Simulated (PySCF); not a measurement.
Gas-phase XPS of `C[C@@H]1CCC1=O`, computed

C₅H₈O.
Z-matrix (Å and degrees, PBE0-D3(BJ)/def2-SVP geometry), rows numbered from 1:
```
C 
C   1  1.5116
C   2  1.5518  1  121.63
C   3  1.5474  2   90.43  1  -135.48
C   4  1.5253  3   87.10  2    13.90
O   5  1.1959  2  133.18  1   -33.75
H   1  1.1002  2  110.35  3   168.53
H   1  1.1012  2  110.92  3    49.42
H   1  1.1005  2  111.57  3   -71.15
H   2  1.1060  1  110.61  3   130.56
H   3  1.0982  2  116.61  1   103.97
H   3  1.1003  2  111.42  1   -21.73
H   4  1.1022  3  113.24  2   -97.93
H   4  1.1001  3  119.12  2   132.55
```

Method used: delta-SCF UKS SCAN, pcX-2 on the ionised atom, pcseg-1 elsewhere, spin-free X2C (PySCF). Vertical ΔSCF values, vacuum level as zero.

Q: Give the core binding energies atom by atom.

A: 
```
atom(s)                    environment  level  binding energy (eV)  above the level's lowest (eV)  count
     C1                  methyl carbon   C 1s               290.84                           0.00      1
     C2  sp3 carbon next to a carbonyl   C 1s               290.85                          +0.01      1
     C3      four-membered-ring carbon   C 1s               290.89                          +0.05      1
     C4  sp3 carbon next to a carbonyl   C 1s               290.87                          +0.03      1
     C5         ketone carbonyl carbon   C 1s               293.12                          +2.28      1
     O6                  ketone oxygen   O 1s               537.76                           0.00      1
```

Lowest listed C 1s: C1, bonded to C and 3 H. Highest, 2.28 eV above it: C5, bonded to O (double bond) and 2 C. The values 290.84, 290.85, 290.87 and 290.89 eV lie too close for their order to be trusted.

Q: Express the binding energy of C 1s of C1 in atomic units and per mole.

A: 290.84 eV = 10.6882 Eh = 28062 kJ/mol.

Isolated species at its PBE0-D3(BJ)/def2-SVP geometry (one conformer only).
